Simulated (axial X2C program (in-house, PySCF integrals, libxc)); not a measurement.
# NaN⁺: bond curves with and without spin–orbit coupling

What are the state, bond length, wavenumber and bond energy of NaN⁺, and what does spin–orbit coupling change?

Computed with an in-house X2C program for linear molecules on PySCF integrals. Level: all-electron X2C, Na dyall-cv3z, N dyall-av3z.

All values are calculated.

## (1) Set-up

Contents of task.json:

```json
{"zs": [11, 7], "q": 1, "bas": ["dyall-cv3z", "dyall-av3z"], "levels": ["PBE0", "HF", "BP86"], "cc": true, "r0": 2.2, "thr": -2.0, "nmax": 90, "npts": 10, "nst": 2, "ntry": 6}
```

Keys: zs atomic numbers; q charge; bas basis sets; levels methods (HF also brings MP2); cc coupled cluster on or off; r0 starting distance in Å; thr threshold in hartree for freezing inner shells (an s shell follows its p shell); nmax most natural virtual spinors; npts points asked for on the curve; nst determinants followed; ntry starts of the search.

Started as:

```
python so2c.py task.json out
```

Spin-free means the one-electron spin-free X2C Hamiltonian; two-component (2c) means X2C with spin–orbit coupling and atomic mean-field two-electron Coulomb and Gaunt terms. Basis: Na dyall-cv3z contracted to [9s8p5d2f], N dyall-av3z contracted to [7s7p3d2f]; Gaussian nuclei, density fitting. Masses: Na 22.990 u, N 14.003 u.

Notation: σ, π±, δ± give the projection m of an orbital's angular momentum (0, ±1, ±2), α and β its spin, Λ and M_S the sums; ω is the projection of a spinor's total angular momentum and Ω the sum. Logs are in hartree.

The results follow Hamiltonian by Hamiltonian and level by level.

## (2) Search for the lowest determinant

PBE0 moves the distance from 2.200 Å to 2.676 Å and compares determinants there.

Spin-free determinants:

```json
{"ΔE (eV)": "0.00", "state": "M_S = 3/2, Λ = 0", "open shells": "beyond closed shells: σα, π+α, π-α"}
{"ΔE (eV)": "1.12", "state": "M_S = 1/2, Λ = 0", "open shells": "beyond closed shells: σβ, π+α, π-α"}
{"ΔE (eV)": "2.37", "state": "M_S = 1/2, Λ = 2", "open shells": "beyond closed shells: σα, π+α, π+β"}
{"ΔE (eV)": "2.37", "state": "M_S = 1/2, Λ = 0", "open shells": "beyond closed shells: σα, π+β, π-α"}
{"ΔE (eV)": "2.78", "state": "M_S = 1/2, Λ = 1", "open shells": "beyond closed shells: π+α"}
```

Two-component determinants:

```csv
ΔE (eV),state,open shells
0.00,Ω = 3/2,excess of +ω over −ω: ω = 3/2
1.12,Ω = 1/2,"excess of +ω over −ω: 2 × ω = -1/2, ω = 3/2"
2.36,Ω = 1/2,excess of +ω over −ω: ω = 1/2
2.37,Ω = 5/2,"excess of +ω over −ω: 2 × ω = 1/2, ω = 3/2"
2.38,Ω = 1/2,excess of +ω over −ω: ω = 1/2
```

## (3) PBE0, spin-free

State followed: M_S = 3/2, Λ = 0 (beyond closed shells: σα, π+α, π-α). The scan is laid around 2.676 Å, a first estimate of the minimum, and this SCF restarts from the orbitals of the search.

Output at 2.676 Å:

```text
spin-free X2C-1e  PBE0
basis functions 129  fitting functions 614  grid points 4365
iter        total energy     max residual
   1       -216.782496328     1.07e-05
   2       -216.782496330     6.08e-06
converged
one-electron -328.25027058  Coulomb 117.19890641  exact exchange -5.12301064  xc functional -15.83482003  nuclear repulsion 15.22669852
```

Along the bond, energies from the lowest point:

| R (Å) | E (eV) | μ (D) | HOMO (eV) | LUMO (eV) | iterations |
| --- | --- | --- | --- | --- | --- |
| 2.328 | 0.0595 | -3.39 | -16.23 | -8.77 | 9 |
| 2.435 | 0.0216 | -3.60 | -16.02 | -8.61 | 8 |
| 2.515 | 0.0073 | -3.76 | -15.87 | -8.49 | 8 |
| 2.596 | 0.0009 | -3.93 | -15.72 | -8.36 | 8 |
| 2.676 | 0.0000 | -4.10 | -15.57 | -8.24 | 2 |
| 2.770 | 0.0036 | -4.30 | -15.41 | -8.09 | 8 |
| 2.863 | 0.0102 | -4.50 | -15.25 | -7.95 | 8 |
| 2.984 | 0.0210 | -4.76 | -15.06 | -7.77 | 8 |
| 3.131 | 0.0353 | -5.08 | -14.84 | -7.57 | 8 |
| 3.345 | 0.0551 | -5.54 | -14.54 | -7.29 | 9 |

Dipoles are positive if N is the positive end and refer to the centre of mass.

Outer orbitals at the reference distance:

| symmetry | occupied | ε (eV) | atomic character |
| --- | --- | --- | --- |
| σα | yes | -28.38 | 94% N s, 3% Na d, 2% Na p |
| σβ | yes | -22.30 | 93% N s, 3% Na d, 3% Na p |
| σα | yes | -15.82 | 96% N p |
| π-α | yes | -15.57 | 99% N p |
| π+α | yes | -15.57 | 99% N p |
| σβ | no | -8.24 | 83% N p, 12% Na s, 2% Na p |
| π-β | no | -7.62 | 95% N p, 2% Na p, 2% Na d |
| π+β | no | -7.62 | 95% N p, 2% Na p, 2% Na d |
| σα | no | -6.31 | 80% Na s, 10% N p, 6% N s |

PBE0 fields in the half plane through the axis: z from -2.4 to 4.8 Å across, distance from the axis 0.15 to 2.25 Å upwards; Na lies at z = 0 and N at z = 2.676 Å; the ELF is damped to zero where the density is low.

log10 density (e/bohr³). Ten even steps from ' ' (-8.04 ) to '@' (0.80 ):
```
    ......::::::--------==================------::
  ....::::::--------========++++++++++++======----
  ..::::----============++++++++++++++++++++====--
....::--====++++++++++++++++************++++++==--
..::----==++**********++++****########****++++====
..::--==++**##########******######%%####****++++==
..::--==++**##%%%%%%##******##%%%%%%%%####****++==
::--==++**##%%@@@@@@%%##**####%%%%@@%%%%##****++==
```

ELF. Ten even steps from '0' (0.00 ) to '9' (0.88 ):
```
0000000000000000000000000
0000000000000000000000000
0000000000000012222100000
0000000000000235565421000
0000000111000367888752000
0000003565200589999974200
0000026999600699989986200
0000048929810699285996310
```

Re = 2.651 Å, ωe = 142.3 cm⁻¹, ωexe = 5.26 cm⁻¹, Be = 0.2756 cm⁻¹, De = 0.135 eV, μ = -4.05 D.

## (4) HF, spin-free

Output at 2.676 Å:

```text
spin-free X2C-1e  HF
basis functions 129  fitting functions 614  grid points 4365
iter        total energy     max residual
   1       -216.316708234     3.42e-02
   2       -216.323320251     2.96e-03
   3       -216.323571109     1.06e-03
   4       -216.323608108     4.94e-04
   5       -216.323615246     2.19e-04
   6       -216.323616436     1.37e-04
   7       -216.323616743     6.26e-05
   8       -216.323616811     6.09e-06
   9       -216.323616812     1.33e-06
converged
one-electron -328.37348413  Coulomb 117.36941189  exact exchange -20.54624309  xc functional 0.00000000  nuclear repulsion 15.22669852
```

Re = 2.690 Å, ωe = 130.8 cm⁻¹, ωexe = 5.9 cm⁻¹, Be = 0.2676 cm⁻¹, De = 0.108 eV, μ = -4.20 D.

## (5) BP86, spin-free

Output at 2.676 Å:

```text
spin-free X2C-1e  BP86
basis functions 129  fitting functions 614  grid points 4365
iter        total energy     max residual
   1       -216.940019276     2.45e-02
   2       -216.941178228     1.33e-03
   3       -216.941184169     1.13e-03
   4       -216.941196579     9.62e-05
   5       -216.941196669     1.39e-05
   6       -216.941196671     4.26e-06
converged
one-electron -328.20150783  Coulomb 117.13888350  exact exchange 0.00000000  xc functional -21.10527086  nuclear repulsion 15.22669852
```

Re = 2.734 Å, ωe = 121.9 cm⁻¹, ωexe = 5.52 cm⁻¹, Be = 0.2591 cm⁻¹, De = 0.107 eV, μ = -4.19 D.

## (6) MP2 and beyond, spin-free

Correlated methods: 13 electrons correlated (frozen shells, counted by type: Na 1 s; N 1 s), 221 virtual spinors in MP2, 89 natural virtuals in coupled cluster.

Output of the correlated part at 2.676 Å:

```text
correlated 13  virtual 221  natural virtual 89  E(MP2) -0.368001058  MP2 remainder -0.010270680
iter   CCSD correlation   residual
   1     -0.372648648   6.12e-02
   2     -0.377807446   1.86e-02
   3     -0.377847120   4.65e-03
   4     -0.377866446   1.31e-03
   5     -0.377873618   3.80e-04
   6     -0.377873057   8.19e-05
   7     -0.377873451   2.34e-05
   8     -0.377873417   6.79e-06
   9     -0.377873368   2.33e-06
  10     -0.377873400   7.83e-07
  11     -0.377873409   2.22e-07
(T) -0.005320521  T1 0.0062  D1 0.0158  max T2 0.053
```

T1 in the output is the amplitude norm over the root of the electron number; divide by √2 for the Lee–Taylor value.

MP2: Re = 2.654 Å, ωe = 139.0 cm⁻¹, Be = 0.275 cm⁻¹, De = 0.121 eV.

CCSD: Re = 2.658 Å, ωe = 138.6 cm⁻¹, ωexe = 5.71 cm⁻¹, Be = 0.2741 cm⁻¹, De = 0.117 eV. T1 at Re = 0.004 (Lee–Taylor, the printed value over √2).

CCSD(T): Re = 2.656 Å, ωe = 139.5 cm⁻¹, ωexe = 5.7 cm⁻¹, Be = 0.2747 cm⁻¹, De = 0.110 eV. T1 at Re = 0.004 (Lee–Taylor, the printed value over √2).

## (7) A higher determinant, spin-free

State: M_S = 1/2, Λ = 0 (beyond closed shells: σβ, π+α, π-α).

Output at the reference distance:

```text
spin-free X2C-1e  PBE0
basis functions 129  fitting functions 614  grid points 4365
iter        total energy     max residual
   1       -216.741178791     2.11e-05
   2       -216.741178796     1.31e-05
   3       -216.741178798     2.92e-06
converged
one-electron -328.17512322  Coulomb 117.11686336  exact exchange -5.10671641  xc functional -15.80290105  nuclear repulsion 15.22669852
```

| R (Å) | E above the lowest PBE0 point (eV) |
| --- | --- |
| 2.328 | 1.201 |
| 2.435 | 1.156 |
| 2.515 | 1.138 |
| 2.596 | 1.128 |
| 2.676 | 1.124 |
| 2.770 | 1.126 |
| 2.863 | 1.131 |
| 2.984 | 1.140 |
| 3.131 | 1.154 |

Re = 2.698 Å, ωe = 137.0 cm⁻¹, ωexe = 4.15 cm⁻¹, Be = 0.2662 cm⁻¹, μ = -4.15 D. ⟨S²⟩ = 1.76 against 0.75 for a pure state, so this determinant mixes spins. Te = 1.12 eV.

## (8) The spin-free curves together

Energy (eV) of the followed determinant, spin-free, from each level's lowest point:

| R (Å) | PBE0 | HF | MP2 | CCSD | CCSD(T) | BP86 |
| --- | --- | --- | --- | --- | --- | --- |
| 2.328 | 0.060 | 0.071 | 0.060 | n/a | n/a | 0.080 |
| 2.435 | 0.022 | 0.028 | 0.022 | 0.023 | 0.022 | 0.035 |
| 2.515 | 0.007 | 0.011 | 0.007 | 0.008 | 0.008 | 0.016 |
| 2.596 | 0.001 | 0.003 | 0.001 | 0.001 | 0.001 | 0.005 |
| 2.676 | 0.000 | 0.000 | 0.000 | 0.000 | 0.000 | 0.001 |
| 2.770 | 0.004 | 0.001 | 0.003 | 0.003 | 0.003 | 0.000 |
| 2.863 | 0.010 | 0.006 | 0.009 | 0.009 | 0.009 | 0.003 |
| 2.984 | 0.021 | 0.014 | 0.019 | 0.019 | 0.019 | 0.010 |
| 3.131 | 0.035 | 0.026 | 0.033 | n/a | n/a | 0.020 |
| 3.345 | 0.055 | 0.042 | 0.050 | n/a | n/a | 0.035 |

## (9) PBE0, 2c

State followed: Ω = 3/2 (excess of +ω over −ω: ω = 3/2). The scan is laid around 2.676 Å, a first estimate of the minimum, and this SCF restarts from the orbitals of the search.

Output at 2.676 Å:

```text
two-component X2C + atomic mean field  PBE0
basis functions 129  fitting functions 614  grid points 4365
iter        total energy     max residual
   1       -216.764780665     1.51e-05
   2       -216.764780669     7.87e-06
   3       -216.764780670     4.29e-06
converged
one-electron -328.20197209  Coulomb 117.18338880  exact exchange -5.12239212  xc functional -15.83289259  nuclear repulsion 15.22669852  atomic mean-field constant -0.01761119
```

Along the bond, energies from the lowest point:

| R (Å) | E (eV) | μ (D) | HOMO (eV) | LUMO (eV) | iterations |
| --- | --- | --- | --- | --- | --- |
| 2.328 | 0.0596 | -3.39 | -16.22 | -8.77 | 9 |
| 2.435 | 0.0217 | -3.60 | -16.01 | -8.61 | 8 |
| 2.515 | 0.0073 | -3.76 | -15.86 | -8.49 | 8 |
| 2.596 | 0.0009 | -3.93 | -15.71 | -8.36 | 8 |
| 2.676 | 0.0000 | -4.10 | -15.56 | -8.24 | 3 |
| 2.770 | 0.0036 | -4.30 | -15.40 | -8.09 | 8 |
| 2.863 | 0.0102 | -4.50 | -15.24 | -7.95 | 8 |
| 2.984 | 0.0210 | -4.76 | -15.05 | -7.77 | 8 |
| 3.131 | 0.0353 | -5.08 | -14.83 | -7.57 | 8 |
| 3.345 | 0.0551 | -5.54 | -14.54 | -7.29 | 9 |

Dipoles are positive if N is the positive end and refer to the centre of mass.

Outer spinors at the reference distance:

```tsv
ω	occupied	ε (eV)	atomic character	λ mixture
1/2	yes	-28.38	94% N s, 3% Na d, 2% Na p	100% σ
-1/2	yes	-22.30	93% N s, 3% Na d, 3% Na p	100% σ
1/2	yes	-15.82	96% N p	100% σ
-1/2	yes	-15.57	99% N p	100% π
3/2	yes	-15.56	99% N p	100% π
-1/2	no	-8.24	83% N p, 12% Na s, 2% Na p	100% σ
1/2	no	-7.62	95% N p, 2% Na p, 2% Na d	100% π
-3/2	no	-7.62	95% N p, 2% Na p, 2% Na d	100% π
1/2	no	-6.31	80% Na s, 10% N p, 6% N s	100% σ
```

PBE0 fields in the half plane through the axis: z from -2.4 to 4.8 Å across, distance from the axis 0.15 to 2.25 Å upwards; Na lies at z = 0 and N at z = 2.676 Å; the ELF is damped to zero where the density is low.

log10 density (e/bohr³). Ten even steps from '0' (-8.04 ) to '9' (0.80 ):
```
0011122233334444444443332
0112223333444455555544433
0122334444445555555555443
1123445555555566666655543
1233456666655667777665544
1234567777766677787766554
2234567888766678888776654
2345678999876778898876654
```

ELF. Ten even steps from '0' (0.00 ) to '9' (0.88 ):
```
0000000000000000000000000
0000000000000000000000000
0000000000000012222100000
0000000000000235565421000
0000000111000367888752000
0000003565200589999974200
0000026999600699989986200
0000048929810699285996310
```

Re = 2.651 Å, ωe = 142.3 cm⁻¹, ωexe = 5.26 cm⁻¹, Be = 0.2756 cm⁻¹, De = 0.135 eV, μ = -4.05 D.

## (10) HF, 2c

The SCF at the reference distance of 2.676 Å:

```text
two-component X2C + atomic mean field  HF
basis functions 129  fitting functions 614  grid points 4365
iter        total energy     max residual
   1       -216.299064426     3.42e-02
   2       -216.305674010     2.96e-03
   3       -216.305924760     1.06e-03
   4       -216.305961738     4.93e-04
   5       -216.305968861     2.18e-04
   6       -216.305970041     1.36e-04
   7       -216.305970347     6.24e-05
   8       -216.305970415     6.07e-06
   9       -216.305970416     1.33e-06
converged
one-electron -328.32505006  Coulomb 117.35373746  exact exchange -20.54374515  xc functional 0.00000000  nuclear repulsion 15.22669852  atomic mean-field constant -0.01761119
```

Re = 2.691 Å, ωe = 130.8 cm⁻¹, ωexe = 5.89 cm⁻¹, Be = 0.2676 cm⁻¹, De = 0.108 eV, μ = -4.20 D.

## (11) BP86, 2c

Output at 2.676 Å:

```text
two-component X2C + atomic mean field  BP86
basis functions 129  fitting functions 614  grid points 4365
iter        total energy     max residual
   1       -216.922250817     2.45e-02
   2       -216.923409602     1.34e-03
   3       -216.923415551     1.13e-03
   4       -216.923428013     9.49e-05
   5       -216.923428102     1.40e-05
   6       -216.923428103     4.29e-06
converged
one-electron -328.15305240  Coulomb 117.12318699  exact exchange 0.00000000  xc functional -21.10265003  nuclear repulsion 15.22669852  atomic mean-field constant -0.01761119
```

Re = 2.734 Å, ωe = 121.9 cm⁻¹, ωexe = 5.52 cm⁻¹, Be = 0.2591 cm⁻¹, De = 0.107 eV, μ = -4.19 D.

## (12) Correlated methods, 2c

Correlated methods: 13 electrons correlated (frozen shells, counted by type: Na 1 s; N 1 s), 221 virtual spinors in MP2, 90 natural virtuals in coupled cluster.

Output of the correlated part at 2.676 Å:

```text
correlated 13  virtual 221  natural virtual 90  E(MP2) -0.367964957  MP2 remainder -0.009958256
iter   CCSD correlation   residual
   1     -0.372979383   6.12e-02
   2     -0.378145318   1.86e-02
   3     -0.378186190   4.66e-03
   4     -0.378205678   1.32e-03
   5     -0.378212846   3.82e-04
   6     -0.378212317   8.44e-05
   7     -0.378212742   2.66e-05
   8     -0.378212686   1.08e-05
   9     -0.378212608   6.19e-06
  10     -0.378212668   3.45e-06
  11     -0.378212695   1.62e-06
  12     -0.378212702   6.05e-07
(T) -0.005329238  T1 0.0062  D1 0.0159  max T2 0.053
```

MP2: Re = 2.654 Å, ωe = 139.0 cm⁻¹, Be = 0.275 cm⁻¹, De = 0.121 eV.

CCSD: Re = 2.659 Å, ωe = 138.6 cm⁻¹, ωexe = 5.71 cm⁻¹, Be = 0.274 cm⁻¹, De = 0.118 eV. T1 at Re = 0.004 (Lee–Taylor, the printed value over √2).

CCSD(T): Re = 2.656 Å, ωe = 139.4 cm⁻¹, ωexe = 5.7 cm⁻¹, Be = 0.2746 cm⁻¹, De = 0.112 eV. T1 at Re = 0.004 (Lee–Taylor, the printed value over √2).

## (13) A higher determinant, 2c

State: Ω = 1/2 (excess of +ω over −ω: 2 × ω = -1/2, ω = 3/2).

Output at the reference distance:

```text
two-component X2C + atomic mean field  PBE0
basis functions 129  fitting functions 614  grid points 4365
iter        total energy     max residual
   1       -216.723468703     2.62e-06
   2       -216.723468703     1.63e-06
converged
one-electron -328.12675960  Coulomb 117.10127562  exact exchange -5.10609868  xc functional -15.80097338  nuclear repulsion 15.22669852  atomic mean-field constant -0.01761119
```

| R (Å) | E above the lowest PBE0 point (eV) |
| --- | --- |
| 2.328 | 1.201 |
| 2.435 | 1.156 |
| 2.515 | 1.138 |
| 2.596 | 1.128 |
| 2.676 | 1.124 |
| 2.770 | 1.125 |
| 2.863 | 1.130 |
| 2.984 | 1.140 |
| 3.131 | 1.154 |

Re = 2.698 Å, ωe = 137.0 cm⁻¹, ωexe = 4.15 cm⁻¹, Be = 0.2661 cm⁻¹, μ = -4.15 D. Te = 1.12 eV.

## (14) The 2c curves together

Energy (eV) of the followed determinant, 2c, from each level's lowest point:

| R (Å) | PBE0 | HF | MP2 | CCSD | CCSD(T) | BP86 |
| --- | --- | --- | --- | --- | --- | --- |
| 2.328 | 0.060 | 0.071 | 0.060 | n/a | n/a | 0.080 |
| 2.435 | 0.022 | 0.028 | 0.022 | 0.023 | 0.022 | 0.035 |
| 2.515 | 0.007 | 0.011 | 0.007 | 0.008 | 0.008 | 0.016 |
| 2.596 | 0.001 | 0.003 | 0.001 | 0.001 | 0.001 | 0.005 |
| 2.676 | 0.000 | 0.000 | 0.000 | 0.000 | 0.000 | 0.001 |
| 2.770 | 0.004 | 0.001 | 0.003 | 0.003 | 0.003 | 0.000 |
| 2.863 | 0.010 | 0.006 | 0.009 | 0.009 | 0.009 | 0.003 |
| 2.984 | 0.021 | 0.014 | 0.019 | 0.019 | 0.019 | 0.010 |
| 3.131 | 0.035 | 0.026 | 0.033 | n/a | n/a | 0.020 |
| 3.345 | 0.055 | 0.042 | 0.050 | n/a | n/a | 0.035 |

Time for the job: 78 s (1 thread of Arm Neoverse V2, shared host).

## (15) Constants

Lowest determinant that the search found at its distance, spin-free: M_S = 3/2, Λ = 0 (beyond closed shells: σα, π+α, π-α).

Lowest determinant that the search found at its distance, 2c: Ω = 3/2 (excess of +ω over −ω: ω = 3/2).

```json
{"Hamiltonian": "spin-free", "level": "PBE0", "Re (Å)": "2.651", "ωe (cm⁻¹)": "142.3", "De (eV)": "0.135", "μ (D)": "-4.05"}
{"Hamiltonian": "spin-free", "level": "HF", "Re (Å)": "2.690", "ωe (cm⁻¹)": "130.8", "De (eV)": "0.108", "μ (D)": "-4.20"}
{"Hamiltonian": "spin-free", "level": "MP2", "Re (Å)": "2.654", "ωe (cm⁻¹)": "139.0", "De (eV)": "0.121", "μ (D)": "n/a"}
{"Hamiltonian": "spin-free", "level": "CCSD", "Re (Å)": "2.658", "ωe (cm⁻¹)": "138.6", "De (eV)": "0.117", "μ (D)": "n/a"}
{"Hamiltonian": "spin-free", "level": "CCSD(T)", "Re (Å)": "2.656", "ωe (cm⁻¹)": "139.5", "De (eV)": "0.110", "μ (D)": "n/a"}
{"Hamiltonian": "spin-free", "level": "BP86", "Re (Å)": "2.734", "ωe (cm⁻¹)": "121.9", "De (eV)": "0.107", "μ (D)": "-4.19"}
{"Hamiltonian": "2c", "level": "PBE0", "Re (Å)": "2.651", "ωe (cm⁻¹)": "142.3", "De (eV)": "0.135", "μ (D)": "-4.05"}
{"Hamiltonian": "2c", "level": "HF", "Re (Å)": "2.691", "ωe (cm⁻¹)": "130.8", "De (eV)": "0.108", "μ (D)": "-4.20"}
{"Hamiltonian": "2c", "level": "MP2", "Re (Å)": "2.654", "ωe (cm⁻¹)": "139.0", "De (eV)": "0.121", "μ (D)": "n/a"}
{"Hamiltonian": "2c", "level": "CCSD", "Re (Å)": "2.659", "ωe (cm⁻¹)": "138.6", "De (eV)": "0.118", "μ (D)": "n/a"}
{"Hamiltonian": "2c", "level": "CCSD(T)", "Re (Å)": "2.656", "ωe (cm⁻¹)": "139.4", "De (eV)": "0.112", "μ (D)": "n/a"}
{"Hamiltonian": "2c", "level": "BP86", "Re (Å)": "2.734", "ωe (cm⁻¹)": "121.9", "De (eV)": "0.107", "μ (D)": "-4.19"}
```

Dipoles are positive if N is the positive end and refer to the centre of mass.

Time per point (s) on 1 thread of Arm Neoverse V2, shared host (2c runs; CCSD comes with the CCSD(T) run); the times are rough: PBE0 0.17, HF 0.092, MP2 0.28, CCSD(T) 4.3, BP86 0.13.

What this shows: At CCSD(T), going from spin-free to two-component changes Re by 0 mÅ, ωe by 0.0 %; the spin-free picture holds up (part of it comes from the scalar share of the two-electron terms). De moves by 0.00 eV; both De rest on single-determinant atoms, which can miss part of an open shell's spin–orbit lowering.

De refers to Na+ + N, each in the lowest determinant found, which need not be this curve's own limit. The state is a single determinant with fixed occupations, the lowest that a limited PBE0 search found. Dissociation energies refer to the lowest single-determinant-based atoms at the same level and basis. Density functionals use the spin component along the axis (collinear). Coupled cluster ran in a truncated set of natural virtual spinors; the MP2 energy of the rest was added. With several unpaired electrons one determinant need not be a pure state.
